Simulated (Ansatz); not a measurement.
Isolated molecules relaxed with PBE0-D4/def2-TZVP in Ansatz; ΔE leaves out vibrations. CCSD(T)/CBS is the MP2 limit (def2-TZVPP, def2-QZVPP) plus CCSD(T) − MP2 in def2-TZVPP, frozen cores. This one scheme is used for every species. Functionals use def2-TZVPP. B3LYP here is the variant with VWN-RPA as its local correlation; programs differ in this. Each species was taken in one conformer, which may not be the lowest.

Consider the substitution at a C–O bond: `CSC(O)=S` + CH₃OH → `COC(=S)SC` + H₂O.

```json
{"level": "PBE0-D4", "ΔE (kJ/mol)": "-11.3"}
{"level": "B3LYP-D4", "ΔE (kJ/mol)": "-11.9"}
{"level": "PBE", "ΔE (kJ/mol)": "-6.9"}
{"level": "r2SCAN", "ΔE (kJ/mol)": "-10.3"}
{"level": "HF/def2-TZVPP", "ΔE (kJ/mol)": "1.1"}
{"level": "MP2/def2-QZVPP", "ΔE (kJ/mol)": "-20.2"}
{"level": "SCS-MP2/def2-QZVPP", "ΔE (kJ/mol)": "-15.2"}
{"level": "CCSD/CBS(def2)", "ΔE (kJ/mol)": "-13.2"}
```

Q: What does CCSD(T)/CBS give? (Best estimate.)

A: Computed: -16.4 kJ/mol. The listed levels differ from it by 5.1, 4.5, 9.5, 6.1, 17.5, -3.8, 1.2, 3.2 kJ/mol.

Largest T1 diagnostic among the species: 0.016.

In def2-TZVPP, CCSD(T) changes the Hartree–Fock value by −15.4 kJ/mol (the triples alone add −3.2 kJ/mol) and MP2 by −20.0 kJ/mol. The D4 term adds −7.8 kJ/mol with B3LYP and −4.4 kJ/mol with PBE0; it sums over pairs of atoms, weighted by their polarisabilities, and B3LYP, whose exchange is more repulsive, gets the larger term.
